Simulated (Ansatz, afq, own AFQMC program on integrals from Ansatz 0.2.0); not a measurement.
Where AFQMC and coupled cluster stand for CN, quartet

```xyz
2

N     0.0000    0.0000    0.0000
C     0.0000    0.0000    1.8670
```

Basis 6-31G. Noble-gas cores (and the filled d shells of Ga–Kr and In–Xe) are frozen. Integrals, coupled cluster, full CI and functionals: Ansatz 0.2.0; the random walks run on the same integrals in our own AFQMC program. The CISD trial takes its coefficients from CCSD amplitudes. Released means that phaseless walkers are propagated on without the constraint, phases kept. ± is one standard error of the sampling.

Determinant: ROHF, the one that the program's search chose, which needn't be the lowest solution. The geometry is a point of a scan.

Full CI is exact in this basis; its frozen core comes from its own orbitals, which moves totals by up to a few meV.

Cautions: lower spins were not checked; a spin-contaminated unrestricted determinant lies lower (UHF 414 meV lower, ⟨S²⟩ 4.10); the released energies are still falling, so no released level is given (meV from the phaseless value at times in 1/Eh: -8 ± 3 at 0.24, -12 ± 7 at 0.51, -18.5 ± 2.5 at 0.99, -25 ± 3 at 1.62, -42 ± 9 at 2.40); the ph-AFQMC/CISD walk drifts between its halves (2.1 errors); a state of other symmetry lies lower (by 201 meV); full CI with its own frozen core.

```
T1 diagnostic                               : 0.0338
weight of the determinant in the CISD state : 0.870
size of the correlated space                : 9 electrons in 16 orbitals
```

```json
{"level": "MP2", "correlation energy (eV)": "-2.9439"}
{"level": "CCSD", "correlation energy (eV)": "-3.9091"}
{"level": "CCSD(T)", "correlation energy (eV)": "-4.0218"}
```

Q: Estimate where full CI lies against CCSD(T) in the same basis.

A: 2.09 mEh below CCSD(T).

Reference: full CI, correlation energy -4.079 eV. CCSDTQ lies 0.5 meV above full CI, in part by the other frozen core, which shifts every row alike, so rows that close can't be ranked against it.

```tsv
level	E − E(reference) (mEh)	share of correlation (%)
CCSD(T)	2.09	98.61
CCSDT	0.50	99.66
CCSDT(Q)	0.06	99.96
CCSDTQ	0.02	99.99
ph-AFQMC/CISD	1.56 ± 0.12	98.96
```

CCSDT and higher add their correlation energy to the determinant of the CCSD(T) run, since their own runs factorise the integrals more tightly (a shift of under 2 meV). A walk keeps the symmetry of its determinant, which the program's search chose and which needn't be the lowest solution, so a lower state of the same spin and another symmetry isn't excluded.
